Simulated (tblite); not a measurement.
**Question.** Write Cartesian coordinates for InChI=1S/C3H4ClFO/c1-2(5)3(4)6/h2H,1H3/t2-/m0/s1 as optimised with GFN2-xTB.

**Answer.** 
```
atom  x, y, z in Å
C1    -1.1518    0.1067    0.1241
C2     0.1646   -0.3559   -0.4931
F3     0.1739   -1.7265   -0.5782
C4     1.3353    0.0774    0.3591
O5     2.0148   -0.5763    1.0666
Cl6    1.5956    1.8208    0.2038
H7    -1.2540   -0.3115    1.1226
H8    -1.1779    1.1903    0.1772
H9    -1.9765   -0.2460   -0.4896
H10    0.2849    0.0258   -1.5151
```

Any rigid rotation of these coordinates is as good. Atoms count from 1 in this order. Of the pairs four or more bonds apart, Cl6···H8 is among the closest relative to their van der Waals radii: 2.84 Å, 96 % of the sum of Bondi's values.

Bonds between heavy atoms (Å): C1–C2 1.526, C2–F3 1.373, C2–C4 1.511, C4=O5 1.179, C4–Cl6 1.770.

Computed geometry: GFN2-xTB, gas phase.

Point group: C1 (no symmetry element, even within 0.4 Å). Its GFN2-xTB frequencies are all real (lowest 52 cm⁻¹). One conformer, not necessarily the lowest (C1–C2–C4–O5 106°).

Time: 0.14 s of wall time. Hardware: one thread of an AMD EPYC 9R45, no GPU, on a shared host. That covers the optimisation of the geometry.
